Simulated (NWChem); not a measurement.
System: CH3O anion

The following NWChem deck was run.

```
start job
memory heap 200 mb stack 900 mb global 1100 mb
charge -1
geometry units angstroms noautosym nocenter noautoz
  C      0.000000     0.000000    -0.531977
  O      0.000000     0.000000     0.804146
  H      0.728450     0.728450    -1.028993
  H      0.266631    -0.995081    -1.028993
  H     -0.995081     0.266631    -1.028993
end
basis spherical
  C library def2-svpd
  O library def2-svpd
  H library def2-svpd
end
dft
  xc b3lyp
  iterations 150
end
cosmo
  dielec 1.5
end
task dft energy
```

Structure relaxed at the B3LYP/def2-SVPD level. The gas-phase anion has a positive highest level at the geometry level, so the gas reference is doubtful.

Level: B3LYP/def2-SVPD with COSMO at NWChem's default radii, gas-phase geometry; the question gives the dielectric constant. Reactions with the solvent are ignored.

Problem. What results follow from this input? (B3LYP/def2-SVPD, COSMO on the gas-phase geometry.) Quantities: electrostatic solvation energy (kcal/mol).

Solution. 
| Item | Value |
|---|---|
| electrostatic solvation energy (kcal/mol) | -24.5 |
